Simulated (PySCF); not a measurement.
# MP2 beside CCSD(T) along the second period: bonds to C

MP2 and CCSD(T) in PySCF with def2-TZVPPD on every atom, for the lowest determinant that a PBE0 search found; no spin–orbit coupling.

```tsv
molecule	state (unpaired electrons)	MP2 Re (Å)	MP2 ωe (cm⁻¹)	MP2 De (eV)	CCSD(T) Re (Å)	CCSD(T) ωe (cm⁻¹)	CCSD(T) De (eV)
C2	triplet (σ ↑, π ↑)	1.316	1659	6.28	?	?	?
CN	doublet (σ ↑)	1.192	1810	7.87	1.178	2055	7.45
CO	singlet (closed shell)	1.138	2117	11.51	1.135	2150	10.91
CF	doublet (π ↑)	1.275	1321	5.81	1.280	1300	5.54
```

Task: Estimate the CCSD(T) values of C2 by adding the mean shift from MP2 to CCSD(T) of the other rows, and compare with the calculation.

Result: The mean shifts are -0.4 pm, +86 cm⁻¹ and -0.43 eV, which give 1.312 Å, 1745 cm⁻¹ and 5.85 eV. CCSD(T)/def2-TZVPPD gives Re = 1.319 Å, ωe = 1633 cm⁻¹, De = 5.98 eV.

Task: What are the mean differences of MP2 from CCSD(T) over the whole series?

Result: Re +0.2 pm, ωe -58 cm⁻¹, De +0.40 eV.

In a basis of this size CCSD(T) is itself not converged; it tends to give bonds that are too long and too weak.

Correlated steps freeze 2 core orbitals. UHF and ROHF references stand side by side, which adds small steps between rows. Where the molecule has an RHF reference, its open-shell atoms are computed with UHF. The CCSD T1 diagnostic is raised in CN, a sign that a single reference may not be enough there. States were picked by a PBE0 search and need not be the measured ground states.
